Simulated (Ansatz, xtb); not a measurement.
**CH4BO: where a starting geometry ends**

The starting geometry of this gas-phase doublet was built from a drawn formula by distance geometry and a force field; its bonds are those of `[CH2+][BH2-][O]`.

```xyz
7

C    -0.6278    2.2400    0.5058
B    -0.0855    1.6502   -0.8683
O    -0.3421    0.1625   -0.8374
H    -1.6928    2.1368    0.7956
H     0.0486    2.8113    1.1403
H     1.0235    1.8980   -0.9904
H    -0.6974    2.1291   -1.8034
```

Q: Where would you expect an optimisation with r2SCAN-D4/def2-SVP to take it?

A: A new bond forms, giving a structure given below by its coordinates. Distances that change by over a tenth: C1–B2 (1.59 → 1.91 Å). Contacts that close: C1–O3 (2.49 → 1.35 Å).

The energy falls by 2.67 eV over 18 steps:

```
step  E − E(last) (eV)
   1             2.666
   3             2.217
   5             1.949
   7             1.198
   9             0.751
  10             0.634
  12             0.213
  14             0.017
  16             0.001
  18             0.000
```

Final geometry (Å):

```xyz
7

C    -0.6675    1.9611    0.5886
B     0.0410    1.6888   -1.1655
O    -0.1991    0.8551   -0.0366
H    -1.6848    2.3137    0.3682
H    -0.1583    2.2719    1.5086
H     1.1906    1.8945   -1.4716
H    -0.8953    2.0430   -1.8494
```

From the same start GFN2-xTB reaches the same bonding as this run.

No frequencies were run, so the end isn't proven a minimum. Open shells are spin-unrestricted. Run with Ansatz 0.2.0, 3.5 min on 1 thread of AMD EPYC (Zen 3), on a shared host.
